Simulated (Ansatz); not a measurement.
# C2H3FN2: basis-set convergence

An exercise on one series of results from a longer session: the logs are not shown, and one member is left open.

Method: one geometry, several basis sets; program: Ansatz 0.2.0, Gaussian basis.

Plan: PBE0-D4/def2-SVP; ωB97M-V/def2-SVP; PBE0-D4/def2-QZVPP; ωB97M-V/def2-QZVPP; the functionals' def2-TZVPP values are taken from earlier runs.

**The relaxed structure**

All runs share one geometry, relaxed beforehand with PBE0-D4 in a triple-zeta def2 set.

SMILES `N=CN=CF`, 8 atoms, charge 0, spin multiplicity 1.

Atoms are counted from 1 here; the program's logs count them from 0.

Bond lengths: N1–C2 1.260 Å, N1–H6 1.022 Å, C2–N3 1.406 Å, C2–H7 1.091 Å, N3–C4 1.248 Å, C4–F5 1.336 Å, C4–H8 1.086 Å. Angles: C2–N1–H6 109.4°, N1–C2–N3 122.7°, N1–C2–H7 119.2°, N3–C2–H7 118.1°, C2–N3–C4 121.0°, N3–C4–F5 125.3°, N3–C4–H8 123.6°, F5–C4–H8 111.2°.

The first run:

Contents of in.yaml:

```yaml
crystal:
  periodic: [false, false, false]
  atoms:
    - {symbol: N, position_ang: [0.228609, 2.039845, 0.118864]}
    - {symbol: C, position_ang: [0.349110, 0.794437, 0.269351]}
    - {symbol: N, position_ang: [-0.484708, -0.133392, -0.379966]}
    - {symbol: C, position_ang: [-0.308768, -1.361395, -0.243412]}
    - {symbol: F, position_ang: [0.649960, -1.925782, 0.497077]}
    - {symbol: H, position_ang: [-0.541798, 2.231892, -0.525088]}
    - {symbol: H, position_ang: [1.128067, 0.411493, 0.929826]}
    - {symbol: H, position_ang: [-0.928271, -2.114198, -0.722651]}
basis:
  gaussian: {orbitals: def2-SVP}
hamiltonian: {xc: pbe0, dispersion: d4}
output: {orbitals: {seedname: orbitals}}
```

Run with:

```console
> ansatz run in.yaml --threads 2 --pin off --events-out ev --progress --plain --max-ram 4352MiB
```

Steps of the session up to this table: PBE0-D4 in def2-SVP; ωB97M-V in def2-SVP; PBE0-D4 in def2-QZVPP; ωB97M-V in def2-QZVPP.

One of the session's tables, all rows but one given; the rest of the session is left out.

It belongs to the step «Density functionals: the series». 

```
functional       basis  HOMO (eV)
   PBE0-D4    def2-SVP      -8.03
   PBE0-D4  def2-TZVPP      -8.27
   PBE0-D4  def2-QZVPP      -8.31
   ωB97M-V    def2-SVP     -10.43
   ωB97M-V  def2-TZVPP     -10.68
   ωB97M-V  def2-QZVPP          ?
```

Estimate the missing values for ωB97M-V, def2-QZVPP.

The run gave: HOMO (eV): -10.72. In the column «HOMO (eV)» it is the lowest.
